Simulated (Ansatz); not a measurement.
**C3H6N2: small, medium and large basis sets**

Aim: see how fast density functionals converge with the basis set for C3H6N2.

Computed with Ansatz 0.2.0, Gaussian basis. Level: one geometry, several basis sets.

Plan: PBE0-D4/def2-SVP; ωB97M-V/def2-SVP; PBE0-D4/def2-QZVPP; ωB97M-V/def2-QZVPP; the functionals' def2-TZVPP values are taken from earlier runs.

## (1) The relaxed structure

All runs share one geometry, relaxed beforehand with PBE0-D4 in a triple-zeta def2 set.

SMILES `C=NC(=C)N`, 11 atoms, charge 0, spin multiplicity 1.

Atoms are counted from 1 here; the program's logs count them from 0.

Bond lengths: C1–N2 1.261 Å, C1–H6 1.089 Å, C1–H7 1.096 Å, N2–C3 1.403 Å, C3–C4 1.342 Å, C3–N5 1.380 Å, C4–H8 1.080 Å, C4–H9 1.082 Å, N5–H10 1.006 Å, N5–H11 1.006 Å. Angles: N2–C1–H6 118.9°, N2–C1–H7 122.9°, H6–C1–H7 118.3°, C1–N2–C3 118.6°, N2–C3–C4 122.9°, N2–C3–N5 111.7°, C4–C3–N5 125.1°, C3–C4–H8 120.3°, C3–C4–H9 121.2°, H8–C4–H9 118.2°, C3–N5–H10 115.7°, C3–N5–H11 115.0°, H10–N5–H11 114.1°.

Geometry (Å):

```xyz
11

C    -1.4412    0.9576    0.6555
N    -0.7075    0.8409   -0.3641
C     0.3042   -0.1307   -0.3565
C     0.0887   -1.4033    0.0093
N     1.4843    0.3558   -0.8821
H    -2.2582    1.6774    0.6360
H    -1.2962    0.3617    1.5636
H    -0.9007   -1.7292    0.2929
H     0.8703   -2.1483   -0.0640
H     2.3068   -0.1878   -0.6846
H     1.6149    1.3490   -0.7852
```

## (2) PBE0-D4 in def2-SVP

in.yaml reads:

```yaml
crystal:
  periodic: [false, false, false]
  atoms:
    - {symbol: C, position_ang: [-1.441186, 0.957599, 0.655475]}
    - {symbol: N, position_ang: [-0.707549, 0.840929, -0.364080]}
    - {symbol: C, position_ang: [0.304188, -0.130734, -0.356501]}
    - {symbol: C, position_ang: [0.088738, -1.403326, 0.009279]}
    - {symbol: N, position_ang: [1.484250, 0.355781, -0.882105]}
    - {symbol: H, position_ang: [-2.258183, 1.677423, 0.635971]}
    - {symbol: H, position_ang: [-1.296157, 0.361715, 1.563643]}
    - {symbol: H, position_ang: [-0.900698, -1.729157, 0.292886]}
    - {symbol: H, position_ang: [0.870345, -2.148282, -0.064003]}
    - {symbol: H, position_ang: [2.306781, -0.187847, -0.684591]}
    - {symbol: H, position_ang: [1.614873, 1.348998, -0.785175]}
basis:
  gaussian: {orbitals: def2-SVP}
hamiltonian: {xc: pbe0, dispersion: d4}
output: {orbitals: {seedname: orbitals}}
```

On the command line:

```
$ ansatz run in.yaml --threads 4 --pin off --events-out ev --progress --plain --max-ram 10444MiB
```

After this run come: ωB97M-V in def2-SVP; PBE0-D4 in def2-QZVPP; ωB97M-V in def2-QZVPP.

Q: Predict the results of all the runs planned. Wanted: PBE0-D4: double and triple zeta above quadruple; ωB97M-V: double and triple zeta above quadruple.

**Answer**, as computed:

| quantity | value |
| --- | --- |
| PBE0-D4: double and triple zeta above quadruple | 7.31, 0.35 eV |
| ωB97M-V: double and triple zeta above quadruple | 7.61, 0.34 eV |

In words: For PBE0-D4 the step from double to triple zeta gains 6.96 eV and the next only 0.35 eV. These are total energies; as a rule much of such shifts cancels in differences, which this series doesn't test.
